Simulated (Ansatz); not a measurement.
Geometry optimisation, Ansatz 0.2.0, RKS PBE0/6-31G*.

Input:

```yaml
crystal:
  periodic: [false, false, false]
  atoms:
    - { symbol: O, position_ang: [-1.0471, -1.6146, 1.6348] }
    - { symbol: C, position_ang: [-0.8757, -0.4392, 1.2115] }
    - { symbol: C, position_ang: [-0.2663, -0.2276, -0.1271] }
    - { symbol: O, position_ang: [-0.5726, -1.1556, -1.1309] }
    - { symbol: C, position_ang: [1.2054, 0.2002, -0.2174] }
    - { symbol: C, position_ang: [0.1061, 1.1633, -0.6137] }
    - { symbol: H, position_ang: [-1.1075, 0.466, 1.7957] }
    - { symbol: H, position_ang: [-0.8187, -2.0073, -0.7153] }
    - { symbol: H, position_ang: [1.8222, -0.2122, -0.9366] }
    - { symbol: H, position_ang: [1.7394, 0.4177, 0.7431] }
    - { symbol: H, position_ang: [-0.1062, 2.0014, 0.044] }
    - { symbol: H, position_ang: [-0.0022, 1.3526, -1.6542] }
basis:
  gaussian: { orbitals: "6-31G*" }
hamiltonian:
  xc: pbe0
relax:
  f_tol: 0.015
  max_steps: 40
output:
  orbitals: {}
```

Launched with:

```bash
$ ansatz run input.yaml --threads 2 --pin off --max-ram 3072MiB --backend cpu --events-out ev --progress --plain --runs-dir out
```

Problem. Where does it end, and by what steps?

Solution. It converged. After 12 steps the energy has fallen by 0.534 eV; H7 moved furthest, 0.57 Å.

```tsv
step	energy less start (eV)	largest force component (eV/Å)	accepted
0	0.0000	3.583	yes
1	-0.3190	2.575	yes
2	-0.4453	0.506	yes
3	-0.4816	0.571	yes
4	-0.5032	0.471	yes
5	-0.5232	0.256	yes
6	-0.5323	0.119	yes
7	-0.5329	0.147	yes
8	-0.5324	0.110	no
9	-0.5338	0.029	yes
10	-0.5338	0.030	yes
11	-0.5337	0.077	no
12	-0.5339	0.004	yes
```

```xyz
12
Properties=species:S:1:pos:R:3
O -1.512 -1.455 1.361
C -0.793 -0.498 1.158
C -0.142 -0.299 -0.147
O -0.442 -1.276 -1.074
C 1.241 0.319 -0.156
C 0.073 1.120 -0.627
H -0.593 0.263 1.939
H -1.027 -1.892 -0.595
H 1.906 -0.100 -0.905
H 1.710 0.573 0.791
H -0.287 1.943 -0.014
H -0.057 1.248 -1.697
```

Whether the end is a true minimum wasn't checked by a vibrational analysis.

Time of the run: 31 s on 2 threads of Arm Neoverse V2, on a shared host, peak memory 0.22 GiB.
